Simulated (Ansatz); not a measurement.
**C3H4Cl2: one species, many methods**

How much do the methods differ for C3H4Cl2? The plan is to run it at one geometry with functionals of several rungs and with coupled cluster. The yardstick is the atomisation energy at the CCSD(T) limit.

Program: Ansatz 0.2.0, Gaussian basis. Level of theory: functionals in def2-TZVPP, the program's frozen cores in correlated methods. These are calculated values, not measurements.

Levels to be run: PBE-D4, r2SCAN-D4, PBE0-D4, B3LYP-D4, ωB97X-V, ωB97M-V, B2PLYP; CCSD(T)/def2-TZVPP; MP2/def2-QZVPP; extrapolation to the limit.

**1. Structure used throughout**

An earlier PBE0-D4 in a triple-zeta def2 set relaxation fixed the geometry.

SMILES `ClC1(Cl)CC1`, 9 atoms, charge 0, spin multiplicity 1.

Atoms are counted from 1 here; the program's logs count them from 0.

Bond lengths: Cl1–C2 1.749 Å, C2–Cl3 1.749 Å, C2–C4 1.485 Å, C2–C5 1.485 Å, C4–C5 1.510 Å, C4–H6 1.082 Å, C4–H7 1.082 Å, C5–H8 1.082 Å, C5–H9 1.082 Å. Angles: Cl1–C2–Cl3 113.0°, Cl1–C2–C4 118.4°, Cl1–C2–C5 118.4°, Cl3–C2–C4 118.4°, Cl3–C2–C5 118.4°, C4–C2–C5 61.1°, C2–C4–C5 59.4°, C2–C4–H6 117.0°, C2–C4–H7 117.0°, C5–C4–H6 118.1°, C5–C4–H7 118.1°, H6–C4–H7 115.6°, C2–C5–C4 59.4°, C2–C5–H8 117.0°, C2–C5–H9 117.0°, C4–C5–H8 118.1°, C4–C5–H9 118.1°, H8–C5–H9 115.6°.

Geometry (Å):

```mol
C3H4Cl2
  3D, bonds by distance, orders not assigned

  9  9  0  0  0  0  0  0  0  0999 V2000
    1.0301   -2.0115   -0.1757 Cl  0  0
    0.0452   -0.5967   -0.4734 C   0  0
   -0.8497   -0.6907   -1.9736 Cl  0  0
    0.5618    0.7270   -0.0412 C   0  0
   -0.5908    0.0777    0.6869 C   0  0
    1.5290    0.7416    0.4441 H   0  0
    0.3489    1.5706   -0.6846 H   0  0
   -0.4030   -0.3467    1.6645 H   0  0
   -1.5830    0.4824    0.5359 H   0  0
  1  2  8  0
  2  3  8  0
  2  4  8  0
  4  5  8  0
  4  6  8  0
  4  7  8  0
  5  8  8  0
  5  9  8  0
  2  5  8  0
M  END
```

**2. PBE-D4 (GGA)**

in.yaml

```yaml
crystal:
  periodic: [false, false, false]
  atoms:
    - {symbol: Cl, position_ang: [1.030089, -2.011485, -0.175668]}
    - {symbol: C, position_ang: [0.045200, -0.596653, -0.473389]}
    - {symbol: Cl, position_ang: [-0.849690, -0.690731, -1.973633]}
    - {symbol: C, position_ang: [0.561804, 0.726962, -0.041210]}
    - {symbol: C, position_ang: [-0.590795, 0.077717, 0.686926]}
    - {symbol: H, position_ang: [1.528953, 0.741605, 0.444063]}
    - {symbol: H, position_ang: [0.348906, 1.570642, -0.684610]}
    - {symbol: H, position_ang: [-0.402959, -0.346679, 1.664522]}
    - {symbol: H, position_ang: [-1.583009, 0.482421, 0.535897]}
basis:
  gaussian: {orbitals: def2-TZVPP}
hamiltonian: {xc: pbe, dispersion: d4}
output: {forces: true, orbitals: {seedname: orbitals}}
```

Command:

```console
ansatz run in.yaml --threads 4 --pin off --events-out ev --progress --plain --max-ram 10444MiB
```

Further steps of the session: r2SCAN-D4 (meta-GGA); PBE0-D4 (hybrid); B3LYP-D4 (hybrid); ωB97X-V (range-separated); ωB97M-V (range-separated); B2PLYP (double hybrid); CCSD(T) in def2-TZVPP; MP2 in def2-QZVPP.

Before running them: what should the planned runs give, taken together? Wanted: atomisation energy, CCSD(T)/CBS; farthest; mean size of error, hybrid; mean size of error, range-separated; gap, smallest and largest; T1 diagnostic; triples share of the correlation energy.

The runs gave:

```
                               quantity                                 value
        atomisation energy, CCSD(T)/CBS                         3374.9 kJ/mol
 functionals within 16.9 kJ/mol (0.5 %)                              B3LYP-D4
                               farthest                PBE-D4 (+129.5 kJ/mol)
             mean size of error, hybrid                           39.1 kJ/mol
    mean size of error, range-separated                           24.4 kJ/mol
              gap, smallest and largest  5.66 eV (PBE-D4), 12.87 eV (ωB97X-V)
                          T1 diagnostic                                0.0089
triples share of the correlation energy                                 4.4 %
```

PBE-D4 misses by +129.5 kJ/mol. Double hybrids carry the basis error of their MP2 part in triple zeta, and no dispersion term here, so their miss is partly the set-up's. The reference freezes the cores and leaves out relativity and excitations past (T), so misses under about 16.9 kJ/mol can't be ranked. Hartree-Fock recovers 72 % of the binding; the rest is correlation. The gap grows from 5.7 to 12.9 eV across the functionals, mostly with the share of exact exchange.
